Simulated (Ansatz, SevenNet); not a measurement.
For corundum (α-Al2O3), the machine-learned potential SevenNet-l3i5 (trained on PBE and PBE+U data) gives:

lattice constant a: 4.807 Å
c axis length: 13.121 Å

Q: What does r²SCAN-D4 in Ansatz (plane waves, PAW) give for the same quantities?

A: 
- lattice constant a: 4.748 Å (decreases by 1.2 %)
- lattice parameter c: 12.963 Å (decreases by 1.2 %)

For comparison: lattice constant a 4.759 Å (measured, temperature not stated, not corrected to a static lattice; as tabulated in Lallet et al. (2009), arXiv:0801.3594); lattice parameter c 12.991 Å (measured, temperature not stated, no zero-point or thermal correction; as tabulated in Lallet et al. (2009), arXiv:0801.3594).

Changes are worked out from the printed values.

Unless a cell is named, each level is at its own relaxed cell (SevenNet-l3i5 8.75, r²SCAN-D4 8.44 Å³/atom).

Ansatz's density-functional and Hartree–Fock values are scalar-relativistic unless marked +SOC, with PAW data made under PBE.

Ansatz is a program for electronic structure.
